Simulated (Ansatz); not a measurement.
C2H3ClO, singlet: the ladder up to RCCSDT(Q)

Geometry: MP2(full)/6-31G*, from the G2/97 set.

| atom | x (Å) | y (Å) | z (Å) |
| --- | --- | --- | --- |
| C | 0.0781 | 0.5749 | 0.0000 |
| C | 1.5642 | 0.7674 | 0.0000 |
| Cl | -0.3741 | -1.1670 | 0.0000 |
| O | -0.7674 | 1.4260 | 0.0000 |
| H | 1.7792 | 1.8358 | 0.0000 |
| H | 1.9960 | 0.2911 | 0.8827 |
| H | 1.9960 | 0.2911 | -0.8827 |

Basis 6-31G; Ansatz 0.2.0. Correlated methods freeze the noble-gas cores, which leaves 24 electrons in 38 orbitals. R marks a restricted (for open shells ROHF) determinant. Active spaces: frontier = (8e, 8o) about the gap.

Full CI isn't at hand for all of this; RCCSDT(Q) serves as the reference, and is uncertain by about the last step of the cluster series.

The UHF ⟨S²⟩ is 0.000. The T1 diagnostic (RCCSD) is 0.0148 and the largest doubles amplitude (RCCSD) is 0.068.

**Question.** From what is known of these methods and the diagnostics, rank them by the size of their error in total energy against RCCSDT(Q) in 6-31G, smallest first (an estimate: the text doesn't fix the numbers).
A. RCCSD
B. RMP2
C. MRCISD (frontier space)
D. RHF
E. BCCD(T)

**Answer.** E (1.08 kcal/mol), A (8.58 kcal/mol), C (16.13 kcal/mol), B (20.66 kcal/mol), D (243.60 kcal/mol).

All errors are against RCCSDT(Q) in 6-31G. Within each family the higher level lies nearer, as is usual though not guaranteed.

Atomization energy (electronic, same basis, no zero-point term; atoms at the same level, unrestricted beside the R rows where the molecule is a closed shell, with restricted open-shell steps beyond CCSDT(Q)) at RCCSDT(Q): 2311.7 kJ/mol. Errors of other levels:

```json
{"level": "RHF", "error (kJ/mol)": "-588.3"}
{"level": "RMP2", "error (kJ/mol)": "24.7"}
{"level": "CISD", "error (kJ/mol)": "-138.8"}
{"level": "RCCSD", "error (kJ/mol)": "-31.4"}
{"level": "RCCSD(T)", "error (kJ/mol)": "-3.9"}
{"level": "BCCD(T)", "error (kJ/mol)": "-3.1"}
{"level": "RCCSDT", "error (kJ/mol)": "-3.1"}
```

This basis is far from its limit, so the value isn't to be set against a measured one. Truncated CI isn't size-consistent, which counts against it in atomization.
